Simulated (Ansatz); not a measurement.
Compare A (`NC1(F)CC1`) with its isomer B (`CC(F)C=N`).

Isolated molecules relaxed with PBE0-D4/def2-TZVP in Ansatz; ΔE leaves out vibrations. CBS: MP2 limit from def2 TZ/QZ plus the TZ coupled-cluster correction, frozen cores. Functionals use def2-TZVPP. One conformer a species, not always the lowest.

(1) Which isomer does CCSD(T)/CBS put lower? Give the gap. (Best estimate.)

(2) Give E(B) − E(A) in kJ/mol with r2SCAN-D4, CCSD(T)/def2-TZVPP, PBE-D4, B2PLYP, HF/def2-TZVPP, PBE0-D4, MP2/def2-TZVPP. (An estimate is asked.)

Largest T1 diagnostic: 0.011.

## Answers

(1) The calculation gave: B, by 30.2 kJ/mol.

(2) The calculation gave: r2SCAN-D4 -19.2, CCSD(T)/def2-TZVPP -32.2, PBE-D4 -17.6, B2PLYP -32.0, HF/def2-TZVPP -41.8, PBE0-D4 -10.1, MP2/def2-TZVPP -19.8. None reverses the order clearly.

From PBE to PBE0 (25 % exact exchange), in def2-TZVPP and without D4, E(B) − E(A) moves by +7.6 kJ/mol. In def2-TZVPP, CCSD(T) changes the Hartree–Fock value by +9.6 kJ/mol (the triples alone add −1.4 kJ/mol) and MP2 by +22.0 kJ/mol.
